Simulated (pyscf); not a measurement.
Single points on ωB97X-D3(BJ)/def2-SVP structures (PySCF, gas phase).

### Question
Estimate the classical barrier height and the reaction energy of H₂N–SiH(SiH₃)–Cl → HN=SiH–Cl + SiH₄ at r²SCAN/def2-TZVP. The step runs on the singlet surface, breaks H–N, Si–Si and forms H–Si; take the reactant's lowest minimum found as zero.

### Answer
ΔE‡ = 77.3 kcal/mol, ΔE = +52.1 kcal/mol. CCSD(T)/def2-TZVPP + ΔMP2(QZVPP) gives 82.4 kcal/mol and +51.7 kcal/mol. Zero-point energy shifts the barrier by -4.3 kcal/mol. It is an elimination, with an imaginary mode of 1364i cm⁻¹. At the saddle there is also a short H–Si contact that neither side keeps. H₂N–SiH(SiH₃)–Cl lies 14.2 kcal/mol over its isomer H₃Si–NH–SiH₂–Cl (electronic energy, ωB97M-D3(BJ)). HN=SiH–Cl lies 26.4 kcal/mol over its isomer H₂N–Si:–Cl [singlet] (electronic energy, ωB97M-D3(BJ)). One saddle was located; it need not be the lowest between these sides. The CCSD(T) − MP2 part came from Ansatz, without density fitting, on the same reference.
